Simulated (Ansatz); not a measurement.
Ansatz (a first-principles code) input (PBE0/cc-pVTZ):

Ansatz 0.2 input:
```yaml
crystal:
  periodic: [false, false, false]
  atoms:
    - {symbol: C, position_ang: [0.13152232, 0.38672480, 0.01599482]}
    - {symbol: C, position_ang: [1.26715633, -0.26934746, -0.00652910]}
    - {symbol: F, position_ang: [-1.14692546, -0.29258346, -0.01565564]}
    - {symbol: H, position_ang: [-0.14655768, 1.44553984, 0.05762139]}
    - {symbol: H, position_ang: [2.07681501, 0.48344726, 0.02648506]}
basis:
  gaussian:
    orbitals: cc-pVTZ
    final_grid: {core_spheres: 4, valence_spheres: 3, degree: 11}
hamiltonian:
  xc: {name: PBE0}
total_charge: -1
magnetization: {spin_polarized: false}
```

Output:

```
Functional definition: PBE0
integrals: 0.02 GiB planned
612 factors; their error is unknown
mean field: 0.25 GiB planned
mean field evaluation 1: about -4809.5769 eV, gradient 6.2e1 eV
mean field evaluation 2: about -4788.3604 eV, gradient 1.2e2 eV
mean field evaluation 4: about -4817.2936 eV, gradient 1.3e1 eV
mean field evaluation 8: about -4817.6220 eV, gradient 1.1e0 eV
mean field evaluation 16: about -4817.6214 eV, gradient 6.5e-5 eV
mean field -4817.62136560 eV, -177.0443196848 hartree, gradient 6.5e-5 eV, S^2 0.000000; 0 other end points of the search recorded, 0 dependent functions left out
reference -4817.62137499 eV, -177.0443200299 hartree; 12, 12 occupied and 106, 106 virtual orbitals, 612 factors
Total energy: -4817.62137499 eV, -177.0443200299 hartree
```
